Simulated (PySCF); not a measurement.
## MgAl⁺: frontier orbitals

r²SCAN at R = 3.157 Å; basis Mg x2c-SVPall, Al x2c-SVPall; spin-free X2C with a Gaussian nucleus; PySCF 2.14. State: ¹Σ⁺ (singlet), closed shell. Only the outer orbitals are listed, counted within each symmetry.

| orbital | occ. | ε (eV) | on Mg (%) | main shells (%) |
| --- | --- | --- | --- | --- |
| 2π | 2 | -54.20 | 100 | 100 Mg p |
| 2π | 2 | -54.20 | 100 | 100 Mg p |
| 6σ | 2 | -54.18 | 100 | 100 Mg p |
| 7σ | 2 | -13.43 | 13 | 86 Al s |
| 8σ | 2 | -9.81 | 70 | 70 Mg s, 20 Al p, 9 Al s |
| 3π | 0 | -7.57 | 13 | 87 Al p, 11 Mg p |
| 3π | 0 | -7.57 | 13 | 87 Al p, 11 Mg p |
| 9σ | 0 | -7.37 | 51 | 49 Al p, 27 Mg p, 23 Mg s |

Question: Which are the highest filled and the lowest empty level, where do they sit, and how wide is the gap?

Answer: Highest filled 8σ at -9.81 eV (in %: 70 Mg s, 20 Al p, 9 Al s); lowest empty 3π at -7.57 eV (in %: 87 Al p, 11 Mg p); the gap at r²SCAN is 2.24 eV.

```json
{"bond order (Mayer)": "0.77", "⟨S²⟩": "0.000", "charge on Mg (Mulliken, basis-dependent)": "0.33", "charge on Mg (Löwdin, basis-dependent)": "0.34", "dipole moment (positive dipole points towards Al; it is taken about the centre of mass and depends on that origin)": "-1.00 D"}
```

Closed-shell solutions of metal pairs were not tested for spin polarisation, which can lower them a little.
